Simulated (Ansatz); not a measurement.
# A cut through the energy surface

CH₃OS (SMILES CS[O-]) (charge -1), closed shell, at its PBE0-D4/def2-TZVPD minimum:

C1  (-0.295, 0.355, -0.283)
S2  (0.023, -1.291, 0.402)
O3  (1.378, -1.144, 1.169)
H4  (-0.375, 1.105, 0.515)
H5  (0.510, 0.660, -0.965)
H6  (-1.241, 0.314, -0.837)
(Å)

The dihedral angle H4–C1–S2–O3 (-60.3° at the minimum) is set to the values below, with the rest relaxed at PBE0-D4/def2-TZVPD at each step (the four atoms are held in place, so their three bonds and two angles keep the values of the minimum). Each method's energies count from its own value at the PBE0-D4 minimum structure. Computed with Ansatz 0.2.0 (basis: def2-TZVPPD); correlated methods freeze the cores. B3LYP uses VWN-RPA correlation.

```
dihedral angle (°)  CCSD(T) (meV)  PBE0-D4 (meV)  MP2 (meV)  r2SCAN-D4 (meV)
             -55.4              2              2          3                2
             -40.4             38             36         40               38
             -25.4             99             94        104              101
             -10.4            152            145        159              157
               4.6            162            155        170              168
              19.6            123            117        128              126
              34.6             60             57         63               61
              49.6             12             11         12               11
```

Largest difference from the CCSD(T) curve over the scan: PBE-D4 1; B3LYP-D4 3; wB97M-V 12; HF 2 meV. Each curve counts from its own value at the minimum.

The T1 diagnostic stays at or below 0.018.

For scale, one of the runs: CCSD(T)/def2-TZVPPD, 179 basis functions (an equivalent command: `ansatz run in.yaml --threads 2`). The run took 14 s on 2 CPU threads (shared host), with 1.8 GiB of host memory at its peak.
